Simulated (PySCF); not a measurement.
**Basis-set dependence of excited states**

Species: propane, C₃H₈.
Z-matrix (Å and degrees, PBE0-D3(BJ)/def2-SVP geometry), rows numbered from 1:
```
C 
C   1  1.5211
C   2  1.5210  1  113.18
H   1  1.1006  2  111.84  3   179.99
H   1  1.1023  2  111.22  3   -59.69
H   1  1.1026  2  111.21  3    59.68
H   2  1.1037  1  109.46  3  -122.40
H   2  1.1040  1  109.43  3   122.26
H   3  1.1009  2  111.81  1   179.48
H   3  1.1022  2  111.30  1   -60.09
H   3  1.1027  2  111.19  1    59.32
```

TDDFT with PBE0 (PySCF), vertical singlets, core orbitals frozen in the response, spherical d and f functions. Isolated species at its PBE0-D3(BJ)/def2-SVP geometry, gas phase.

```json
{"basis": "6-31G*", "functions": "58", "diffuse": "no", "S1 (eV)": "10.44", "S2 (eV)": "10.84", "S3 (eV)": "10.87", "S4 (eV)": "11.81", "S5 (eV)": "11.82", "LUMO (eV)": "2.95", "α (au)": "33.6"}
{"basis": "6-31+G*", "functions": "70", "diffuse": "yes", "S1 (eV)": "8.55", "S2 (eV)": "8.94", "S3 (eV)": "8.99", "S4 (eV)": "9.13", "S5 (eV)": "9.20", "LUMO (eV)": "0.73", "α (au)": "36.7"}
{"basis": "def2-SVP", "functions": "82", "diffuse": "no", "S1 (eV)": "9.54", "S2 (eV)": "9.98", "S3 (eV)": "10.03", "S4 (eV)": "10.82", "S5 (eV)": "10.91", "LUMO (eV)": "1.92", "α (au)": "35.1"}
{"basis": "def2-SVPD", "functions": "124", "diffuse": "yes", "S1 (eV)": "8.65", "S2 (eV)": "9.09", "S3 (eV)": "9.14", "S4 (eV)": "9.53", "S5 (eV)": "9.69", "LUMO (eV)": "0.86", "α (au)": "40.5"}
{"basis": "aug-cc-pVDZ", "functions": "141", "diffuse": "yes", "S1 (eV)": "7.98", "S2 (eV)": "8.39", "S3 (eV)": "8.44", "S4 (eV)": "8.64", "S5 (eV)": "8.65", "LUMO (eV)": "0.03", "α (au)": "41.5"}
{"basis": "def2-TZVP", "functions": "141", "diffuse": "no", "S1 (eV)": "8.97", "S2 (eV)": "9.40", "S3 (eV)": "9.43", "S4 (eV)": "10.16", "S5 (eV)": "10.34", "LUMO (eV)": "1.27", "α (au)": "39.4"}
{"basis": "def2-TZVPD", "functions": "183", "diffuse": "yes", "S1 (eV)": "8.31", "S2 (eV)": "8.73", "S3 (eV)": "8.77", "S4 (eV)": "9.09", "S5 (eV)": "9.14", "LUMO (eV)": "0.48", "α (au)": "41.3"}
```

**Question.** How much do these states and the polarisability depend on the basis?

**Answer.** States are compared by their number. Against the largest diffuse basis here (def2-TZVPD, itself not a converged limit), sets without diffuse functions differ by up to 2.13 eV in S1 and 2.68 eV in S5; the smaller diffuse sets differ by up to 0.34 and 0.55 eV. State by state, the largest deviation of a set without diffuse functions is S1 2.13, S2 2.11, S3 2.09, S4 2.72, S5 2.68 eV. The same number needn't mean the same state in each row. Against def2-TZVPD the polarisability deviates by -19% in 6-31G*, -11% in 6-31+G*, -15% in def2-SVP, -2% in def2-SVPD, 0% in aug-cc-pVDZ, -5% in def2-TZVP. A single + in a Pople set puts diffuse functions on heavy atoms only.
